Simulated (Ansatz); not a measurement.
SiNH5, closed shell: a saddle search.

in.yaml

```yaml
crystal:
  periodic: [false, false, false]
  atoms:
    - {symbol: Si, position_ang: [-0.627800, -0.188400, -0.030500]}
    - {symbol: H, position_ang: [0.692400, -0.484500, 1.269500]}
    - {symbol: N, position_ang: [0.753500, 0.593100, -0.503800]}
    - {symbol: H, position_ang: [1.226700, 0.033500, 0.628100]}
    - {symbol: H, position_ang: [-1.862300, 0.469500, 0.409300]}
    - {symbol: H, position_ang: [-1.068900, -1.536800, -0.404400]}
    - {symbol: H, position_ang: [0.886400, 1.113800, -1.368200]}
basis:
  gaussian: {orbitals: def2-SVP}
hamiltonian: {xc: pbe0, dispersion: d4}
saddle:
  max_steps: 30
  mode_guess:
    - [-0.0000, 0.0000, -0.0000]
    - [0.0000, 0.0000, 0.0000]
    - [-0.0000, 0.0000, -0.0000]
    - [-0.0000, -0.0000, 0.0000]
    - [0.0000, -0.0000, 0.0000]
    - [0.0000, 0.0000, 0.0000]
    - [0.0000, -0.0000, -0.0000]
```

Run by:

```bash
ansatz run in.yaml --threads 2 --pin off --events-out ev --progress --plain --max-ram 4352MiB
```

The run's output (Ansatz 0.2.0):

```
Error: invalid value for `saddle.mode_guess`: has no component on a free degree of freedom — its frozen components are dropped, and so is its uniform translation along each direction along which no atom is frozen; give the guess a component on an atom that moves relative to the others, or omit it for a random start direction
```

The run took about 0.05 s on 2 CPU threads of an Intel Xeon Platinum 8375C (shared host).


The program refused the input. The guess of the mode is all zeros.